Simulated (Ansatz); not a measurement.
**B2H2Cl radical (SMILES [BH]BCl): single points off equilibrium**

The atoms stand at a structure displaced at random from a GFN2-xTB minimum. How far do the functionals agree with CCSD(T) there?

The runs use Ansatz 0.2.0, Gaussian basis; single points in def2-TZVPP.

Cores are frozen in the correlated methods. Orbitals are unrestricted.

## 1. Starting geometry

SMILES `[BH]BCl`, 5 atoms, charge 0, spin multiplicity 2.

Atoms are counted from 1 here; the program's logs count them from 0.

Bond lengths: B1–B2 1.517 Å, B1–H4 1.189 Å, B2–Cl3 1.676 Å, B2–H5 1.399 Å. Angles: B2–B1–H4 175.0°, B1–B2–Cl3 145.2°, B1–B2–H5 109.5°, Cl3–B2–H5 105.2°.

Coordinates:

```xyz
5
B2ClH2
B    -0.93500    0.19550   -0.45780
B     0.39880   -0.18230    0.15820
Cl    1.25300   -1.37860    0.96400
H    -2.00250    0.39040   -0.94430
H     1.27880    0.90130    0.06910
```

## 2. CCSD(T)/def2-TZVPP

The input, run/in.yaml:

```yaml
crystal:
  periodic: [false, false, false]
  atoms:
    - {symbol: B, position_ang: [-0.935000, 0.195500, -0.457800]}
    - {symbol: B, position_ang: [0.398800, -0.182300, 0.158200]}
    - {symbol: Cl, position_ang: [1.253000, -1.378600, 0.964000]}
    - {symbol: H, position_ang: [-2.002500, 0.390400, -0.944300]}
    - {symbol: H, position_ang: [1.278800, 0.901300, 0.069100]}
basis:
  gaussian: {orbitals: def2-TZVPP}
magnetization: {spin_polarized: true, initial_magnetization: 1}
correlation: {method: ccsd_t}
scf: {omitted_lower_state_checks: [cluster_reference]}
output: {forces: true}
```

No record of the launch command was kept for these runs.

## 3. PBE0-D4/def2-TZVPP

Edit run/in.yaml of step 2 so:

```diff
@@ -11,4 +11,3 @@
 magnetization: {spin_polarized: true, initial_magnetization: 1}
-correlation: {method: ccsd_t}
-scf: {omitted_lower_state_checks: [cluster_reference]}
-output: {forces: true}
+hamiltonian: {xc: pbe0, dispersion: d4}
+output: {forces: true, orbitals: {seedname: orbitals}}
```

## 4. wB97M-V/def2-TZVPP

Edit run/in.yaml of step 3 so:

```diff
@@ -11,3 +11,3 @@
 magnetization: {spin_polarized: true, initial_magnetization: 1}
-hamiltonian: {xc: pbe0, dispersion: d4}
-output: {forces: true, orbitals: {seedname: orbitals}}
+hamiltonian: {xc: {name: wB97M-V}}
+output: {forces: true}
```

## 5. r2SCAN-D4/def2-TZVPP

Edit run/in.yaml of step 4 so:

```diff
@@ -11,3 +11,3 @@
 magnetization: {spin_polarized: true, initial_magnetization: 1}
-hamiltonian: {xc: {name: wB97M-V}}
+hamiltonian: {xc: r2scan, dispersion: d4}
 output: {forces: true}
```

## 6. PBE-D4/def2-TZVPP

Edit run/in.yaml of step 5 so:

```diff
@@ -11,3 +11,3 @@
 magnetization: {spin_polarized: true, initial_magnetization: 1}
-hamiltonian: {xc: r2scan, dispersion: d4}
+hamiltonian: {xc: pbe, dispersion: d4}
 output: {forces: true}
```

## 7. CAM-B3LYP-D4/def2-TZVPP

Edit run/in.yaml of step 6 so:

```diff
@@ -11,3 +11,3 @@
 magnetization: {spin_polarized: true, initial_magnetization: 1}
-hamiltonian: {xc: pbe, dispersion: d4}
+hamiltonian: {xc: {name: CAM-B3LYP}, dispersion: d4}
 output: {forces: true}
```

## 8. SPW92/def2-TZVPP

Edit run/in.yaml of step 7 so:

```diff
@@ -11,3 +11,3 @@
 magnetization: {spin_polarized: true, initial_magnetization: 1}
-hamiltonian: {xc: {name: CAM-B3LYP}, dispersion: d4}
+hamiltonian: {xc: lda}
 output: {forces: true}
```

(Steps that only read results are left out.)

**Question.** What will these runs give? Wanted: energy less free atoms, CCSD(T)/def2-TZVPP; RMS force component; RMS force error; HOMO and LUMO, PBE0-D4; T1 diagnostic.

As calculated:

| quantity | value |
| --- | --- |
| energy less free atoms, CCSD(T)/def2-TZVPP | -1437.6 kJ/mol |
| RMS force component | 1.196 to 1.548 eV/Å over the methods |
| RMS force error | PBE0-D4 0.153, wB97M-V 0.110, r2SCAN-D4 0.162, PBE-D4 0.259, CAM-B3LYP-D4 0.143, SPW92 0.417 eV/Å |
| HOMO and LUMO, PBE0-D4 | -6.58 and -3.03 eV |
| T1 diagnostic | 0.018 |

Against CCSD(T) the functionals' energies less atoms differ by -301.1 to -74.8 kJ/mol, PBE-D4 by -122.8 kJ/mol. The reference is not at the basis limit: in triple zeta CCSD(T) underbinds, which counts against methods that bind more; the gaps are no ranking. For forces wB97M-V does best and SPW92 worst. Frozen-core CCSD(T) forces in triple zeta carry basis errors of their own, and this is one geometry, so small gaps rank nothing.
